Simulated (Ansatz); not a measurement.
Ideal-gas functions of `C#CO` at 400 K and 1 bar, from an Ansatz frequency run at PBE0-D4/def2-TZVP.

Molar mass 42.04 g/mol, point group Cs (symmetry number 1), electronic degeneracy 1, moments of inertia 0.746, 51.43, 52.176 u Å². Harmonic wavenumbers (cm⁻¹, unscaled): 409, 453, 549, 649, 1111, 1251, 2303, 3500, 3811.

Use S(trans) = R[1.5 ln M + 2.5 ln T − 1.1517]; rotational temperatures θ = 24.2544 K / I; S(rot) = R[ln(√π/σ · √(T³/θAθBθC)) + 1.5]; for each mode x = 1.438777 ν̃/T, S = R[x/(eˣ − 1) − ln(1 − e⁻ˣ)] and H = RT x/(eˣ − 1); 1 cm⁻¹ = 0.0119627 kJ/mol; R = 8.31446 J/(mol·K).

By hand: the entropy, in J/(mol·K).

Translation 161.6. Rotation: θ = 32.5126, 0.4716, 0.4649 K, giving 83.8. Vibration, mode by mode: 5.82, 5.12, 3.89, 2.93, 0.78, 0.51, 0.02, 0.00, 0.00, in all 19.1. Electronic 0.0. Sum 264.5 J/(mol·K).

By hand: H − E and G − E in kJ/mol, counted from the electronic energy.

Zero-point energy ½ × 14036 × 0.0119627 = 84.0; thermal vibration 5.1; translation, rotation and pV give 4 RT = 13.3. H − E = 102.4 kJ/mol, and G − E = 102.4 − 400 × 264.5/1000 = -3.4 kJ/mol.

Vibration gives 7 % of the entropy. The sum counts one conformer and one mirror image; others add a mixing term.
